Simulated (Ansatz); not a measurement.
Density of states of BaF3 (I4/mmm, a = 4.232 Å, b = 4.232 Å, c = 6.820 Å, α = 90.00°, β = 90.00°, γ = 90.00°), in states per eV and primitive cell, averaged over bins of 0.5 eV. All numbers below come from Ansatz 0.2.0, DFT r2SCAN, scalar-relativistic, plane waves, PAW.

Cutoff 500 eV; k points 14×14×14 on the computed 4-atom cell (Γ-centred); Gaussian smearing, width 0.10 eV; collinear spin from starting moments 0 0.23 0.23 0.67 μB.

The cell is relaxed at this level. The states (both spins) are summed by tetrahedra on a 21×21×21 mesh at the self-consistent density. Energies are bin centres; the table starts no lower than −8 eV and ends at 6 eV, or lower where the solved bands end.

It is a metal at this level.

| E − E_F (eV) | total | F 2p down | F 2p up | Ba 5p down | Ba 5p up | Ba 6s down | Ba 6s up |
| --- | --- | --- | --- | --- | --- | --- | --- |
| -7.80 | 1.13 | 0.02 | 0.01 | 0.62 | 0.46 | 0.00 | 0.00 |
| -7.30 | 0.00 | 0.00 | 0.00 | 0.00 | 0.00 | 0.00 | 0.00 |
| -6.80 | 0.00 | 0.00 | 0.00 | 0.00 | 0.00 | 0.00 | 0.00 |
| -6.30 | 0.00 | 0.00 | 0.00 | 0.00 | 0.00 | 0.00 | 0.00 |
| -5.80 | 0.00 | 0.00 | 0.00 | 0.00 | 0.00 | 0.00 | 0.00 |
| -5.30 | 0.00 | 0.00 | 0.00 | 0.00 | 0.00 | 0.00 | 0.00 |
| -4.80 | 0.00 | 0.00 | 0.00 | 0.00 | 0.00 | 0.00 | 0.00 |
| -4.30 | 0.00 | 0.00 | 0.00 | 0.00 | 0.00 | 0.00 | 0.00 |
| -3.80 | 1.96 | 0.00 | 1.93 | 0.00 | 0.02 | 0.00 | 0.01 |
| -3.30 | 0.04 | 0.00 | 0.04 | 0.00 | 0.00 | 0.00 | 0.00 |
| -2.80 | 1.53 | 0.00 | 1.47 | 0.00 | 0.02 | 0.00 | 0.02 |
| -2.30 | 4.39 | 1.85 | 2.34 | 0.02 | 0.08 | 0.03 | 0.01 |
| -1.80 | 4.43 | 3.20 | 1.04 | 0.09 | 0.01 | 0.02 | 0.01 |
| -1.30 | 6.56 | 1.54 | 4.78 | 0.03 | 0.07 | 0.01 | 0.03 |
| -0.80 | 9.72 | 3.70 | 5.67 | 0.07 | 0.16 | 0.02 | 0.01 |
| -0.30 | 5.29 | 5.02 | 0.12 | 0.10 | 0.00 | 0.01 | 0.00 |
| 0.20 | 2.07 | 2.04 | 0.00 | 0.02 | 0.00 | 0.00 | 0.00 |
| 0.70 | 0.00 | 0.00 | 0.00 | 0.00 | 0.00 | 0.00 | 0.00 |
| 1.20 | 0.00 | 0.00 | 0.00 | 0.00 | 0.00 | 0.00 | 0.00 |
| 1.70 | 0.00 | 0.00 | 0.00 | 0.00 | 0.00 | 0.00 | 0.00 |
| 2.20 | 0.00 | 0.00 | 0.00 | 0.00 | 0.00 | 0.00 | 0.00 |
| 2.70 | 0.00 | 0.00 | 0.00 | 0.00 | 0.00 | 0.00 | 0.00 |
| 3.20 | 0.00 | 0.00 | 0.00 | 0.00 | 0.00 | 0.00 | 0.00 |
| 3.70 | 0.00 | 0.00 | 0.00 | 0.00 | 0.00 | 0.00 | 0.00 |
| 4.20 | 0.00 | 0.00 | 0.00 | 0.00 | 0.00 | 0.00 | 0.00 |
| 4.70 | 0.00 | 0.00 | 0.00 | 0.00 | 0.00 | 0.00 | 0.00 |
| 5.20 | 0.00 | 0.00 | 0.00 | 0.00 | 0.00 | 0.00 | 0.00 |
| 5.70 | 0.00 | 0.00 | 0.00 | 0.00 | 0.00 | 0.00 | 0.00 |

The columns after the total are the main Löwdin projections on the occupied valence shells of the potentials; 2 others are left out. The rest of the total lies in those, in shells that are empty in the free atom, which aren't projected, and between the atoms.

The state reached may not be the lowest one. Spin-orbit coupling is left out, which matters for the bands of heavy elements.

Only this magnetic start was tried.

Whether BaF3 exists in this form wasn't checked.